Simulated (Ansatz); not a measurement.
Cost and result for the atomization energy of C3H7NO, SMILES `C=C(N)OC` (12 atoms, 11 bonds).

Z-matrix (Å, degrees):
```
C
O 1 1.407
H 1 1.095 2 111.1
H 1 1.094 2 111.1 3 121.7
H 1 1.089 2 106.3 3 -119.2
C 2 1.349 1 117.1 3 -59.9
N 6 1.382 2 108.9 1 -177.8
C 6 1.340 2 125.8 1 -0.1
H 7 1.006 6 114.1 2 -162.3
H 7 1.008 6 113.3 2 -31.3
H 8 1.081 6 119.7 2 179.2
H 8 1.078 6 122.3 2 -2.8
```

Total charge 0; spin multiplicity 1. The structure was optimised at the PBE0-D4/def2-TZVP level. It is one conformer, not always the lowest. Program: Ansatz. All runs use 4 threads of an Arm Neoverse N1 on a shared host. Times are those of one run each, without the atoms' runs, and a repeat can differ threefold. Electronic energies, without spin–orbit coupling; frozen cores. CCSD(T)/CBS adds CCSD(T) − MP2 in def2-TZVPP to the MP2 limit, and its time is that of the two runs behind it. T1 = 0.012.

CCSD(T)/CBS is a level of theory with its own doubt, some kJ/mol a heavy atom from the limit and from the frozen cores, so smaller differences don't rank the functionals.

```
                             level  functions  wall time  atomization (kJ/mol)  difference from CCSD(T)/CBS  per bond
                BLYP-D4/def2-TZVPP        253      3.4 s                4754.1                         34.4       3.1
   PBE-D4/def2-TZVPP (with forces)        253      3.8 s                4871.2                        151.5      13.8
             r2SCANh-D4/def2-TZVPP        253      6.5 s                4701.6                        -18.1      -1.6
r2SCAN-D4/def2-TZVPP (with forces)        253        7 s                4736.4                         16.7       1.5
                 B2PLYP/def2-TZVPP        253        8 s                4686.1                        -33.6      -3.1
               PBE-QIDH/def2-TZVPP        253        8 s                4695.6                        -24.1      -2.2
                  CCSD(T)/def2-SVP        105        9 s                4479.0                       -240.7     -21.9
                ωB97X-V/def2-TZVPP        253       11 s                4736.1                         16.4       1.5
                 B97M-V/def2-TZVPP        253       13 s                4730.3                         10.6       1.0
  ωB97M-V/def2-TZVPP (with forces)        253       15 s                4746.2                         26.5       2.4
                    MP2/def2-QZVPP        495       35 s                4749.4                         29.7       2.7
                CCSD(T)/def2-TZVPP        253    4.1 min                4592.3                       -127.4     -11.6
                 CCSD(T)/CBS(def2)          –    4.7 min                4719.7                          0.0       0.0
```

From PBE to PBE0 (25 % exact exchange), in def2-TZVPP and without D4, the atomization energy moves by −109.2 kJ/mol: exact exchange takes away binding that semilocal exchange gives to molecules. At CCSD(T), def2-SVP lies −240.7 kJ/mol from the extrapolated value and def2-TZVPP −127.4 kJ/mol: correlation converges slowly with the basis, and small sets miss more of it in the bonded molecule than in its fragments. The D4 term adds +31.7 kJ/mol with B3LYP and +16.6 kJ/mol with PBE0; it sums over pairs of atoms, weighted by their polarisabilities, and B3LYP, whose exchange is more repulsive, gets the larger term.

B3LYP here is the variant with VWN-RPA as its local correlation; programs differ in this.
